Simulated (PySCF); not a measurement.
# Spin-Hamiltonian simulation

Molecule: `CC(F)(F)C#N`, C3H3F2N.

Cartesian coordinates in Å; atom numbers follow the order of the lines, from 1:
```xyz
9

C    -1.0111    0.1783   -0.0334
C     0.3699   -0.3863    0.2580
F     0.4383   -1.6966   -0.1125
F     0.6189   -0.3746    1.5984
C     1.4150    0.3742   -0.4400
N     2.2003    0.9857   -0.9960
H    -1.7512   -0.4142    0.5007
H    -1.0605    1.2115    0.3015
H    -1.2059    0.1281   -1.1018
```

- GIAO PBE0/pcSseg-1 shieldings
- B3LYP/pcJ-1 coupling constants
- geometry from GFN2-xTB
- program: PySCF 2.14.0 with density-fitted response routines
- one computed conformer, non-relativistic Hamiltonian, isolated molecule, fast rotation and ring inversion assumed for equivalent nuclei

Referencing at the same level of theory: 1H (σref 31.72) against TMS.

Shifts (ppm): F3/F4 -106.7, H7/H8/H9 2.02.
Couplings (Hz): F3–F4: 276.1; F3–H7, F3–H8, F3–H9, F4–H7, F4–H8, F4–H9: 16.2; H7–H8, H7–H9, H8–H9: -14.4.

The 5-spin Hamiltonian (Zeeman plus full scalar coupling among like nuclei) was diagonalised exactly; lines are Lorentzian, 0.5 Hz wide, and the maxima above 3 % are listed with the tallest set to 100.

Question: Give the 1H peak list of this spin system at 80 MHz.

Answer: 
δ in ppm (height): 2.223 (50), 2.020 (100), 1.818 (50)

Question: And at 500 MHz?

Answer: 
| Hz | ppm | height |
| --- | --- | --- |
| 1026.2 | 2.052 | 50 |
| 1010.0 | 2.020 | 100 |
| 993.8 | 1.988 | 50 |
